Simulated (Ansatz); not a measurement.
**BF (singlet): wave-function methods side by side at distance B1–F2 = 1.411 Å, cc-pVDZ**

The task here is to estimate one member of a computed series from the others.

Program: Ansatz 0.2.0, Gaussian basis. Level of theory: cc-pVDZ, core rule «outside noble gas», up to 2 orbitals frozen. These are calculated values, not measurements.

Plan: UHF; CCSD(T) on RHF; BCCD(T) on RHF; CISD; CCSDT(Q) on RHF; CCSDTQ on RHF; CASSCF and MRCISD+Q, 2 electrons in 2 orbitals; CASSCF and NEVPT2, 2 electrons in 2 orbitals.

32 further runs of the same task are left out: 14 for a known fault of the program, 14 that didn't finish, 4 set aside as unsound or not needed.

## The geometry

The geometry derives from a PBE0/def2-TZVP stationary point (not a proven minimum). One bond is set to the value named and the two fragments are kept rigid.

2 atoms, charge 0, spin multiplicity 1.

Atoms are counted from 1 here; the program's logs count them from 0.

Bond lengths: B1–F2 1.411 Å.

Set-up of the first run:

Contents of in.yaml:

```yaml
crystal:
  periodic: [false, false, false]
  atoms:
    - {symbol: B, position_ang: [0.000000, 0.000000, 0.000000]}
    - {symbol: F, position_ang: [0.000000, 0.000000, 1.411000]}
basis:
  gaussian: {orbitals: cc-pVDZ}
magnetization: {spin_polarized: true, initial_magnetization: 0}
hamiltonian: {xc: hf}
output: {orbitals: {seedname: orbitals}}
```

Command:

```console
$ ansatz run in.yaml --threads 1 --pin off --events-out ev --progress --plain --max-ram 2393MiB
```

Among the steps run: UHF; CCSD(T) on RHF; BCCD(T) on RHF; CISD; CCSDT(Q) on RHF; CCSDTQ on RHF; CASSCF and MRCISD+Q, 2 electrons in 2 orbitals; CASSCF and NEVPT2, 2 electrons in 2 orbitals.

One of the session's tables, all rows but one given; the rest of the session is left out.

It belongs to the step «Misses and costs». 

| method | from RCCSDTQ (kcal/mol) |
| --- | --- |
| RHF | +174.66 |
| RMP2 | ? |
| CISD | +16.20 |
| RCCSD | +4.88 |
| RCCSD(T) | +0.72 |
| BCCD(T) | +0.51 |
| RCCSDT | +0.39 |
| RCCSDT(Q) | -0.06 |
| RCCSDTQ | 0 |
| CASSCF pair | +162.15 |
| NEVPT2 pair | +15.10 |
| MRCISD pair | +13.45 |
| MRCISD+Q pair | +2.76 |

Estimate the missing values for RMP2.

The run gave: from RCCSDTQ (kcal/mol): +15.33. In the column «from RCCSDTQ (kcal/mol)» it lies between NEVPT2 pair (+15.10) and CISD (+16.20).
